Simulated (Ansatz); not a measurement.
`N=C=CO` → `OC1=NC1`  (isomerisation)

Isolated molecules relaxed with PBE0-D4/def2-TZVP in Ansatz; ΔE leaves out vibrations. CCSD(T)/CBS is the MP2 limit (def2-TZVPP, def2-QZVPP) plus CCSD(T) − MP2 in def2-TZVPP, frozen cores. Functionals use def2-TZVPP. One conformer a species, not always the lowest.

`N=C=CO`:

Z-matrix (Å, degrees):
```
C
C 1 1.310
O 1 1.372 2 126.0
H 1 1.081 2 120.1 3 -176.8
N 2 1.228 1 171.7 3 -92.7
H 3 0.961 1 109.4 2 15.8
H 5 1.022 2 114.0 1 -178.4
```

`OC1=NC1`:

Z-matrix (Å, degrees):
```
C
C 1 1.421
N 1 1.559 2 49.1
H 1 1.087 2 120.8 3 99.7
H 1 1.087 2 120.8 3 -99.7
O 2 1.314 1 146.5 3 180.0
H 6 0.968 2 108.5 1 -180.0
```

Q: Is it downhill or uphill in electronic energy at CCSD(T)/CBS, and by how much? (Best estimate.)

A: Ansatz gave: Uphill: ΔE = +7.3 kJ/mol.

Q: What do these levels give: BHLYP-D4, CAM-B3LYP-D4, ωB97M-V, B2PLYP, PBE0, BHLYP, CCSD/def2-SVP, CCSD/def2-TZVPP, CCSD(T)/def2-TZVPP, HF/def2-QZVPP, MP2/def2-QZVPP, HF/CBS(def2)? (Best estimate.)

A: The calculation gave: BHLYP-D4 15.0, CAM-B3LYP-D4 13.6, ωB97M-V 6.0, B2PLYP 12.0, PBE0 2.8, BHLYP 15.1, CCSD/def2-SVP -5.7, CCSD/def2-TZVPP 5.1, CCSD(T)/def2-TZVPP 4.6, HF/def2-QZVPP 12.4, MP2/def2-QZVPP -6.4, HF/CBS(def2) 12.5 kJ/mol.

Largest T1 diagnostic among the species: 0.014.

From r2SCAN to r2SCAN0 (25 % exact exchange), in def2-TZVPP and without D4, ΔE moves by −6.8 kJ/mol. At CCSD(T), def2-SVP lies −14.3 kJ/mol from the extrapolated value and def2-TZVPP −2.7 kJ/mol.
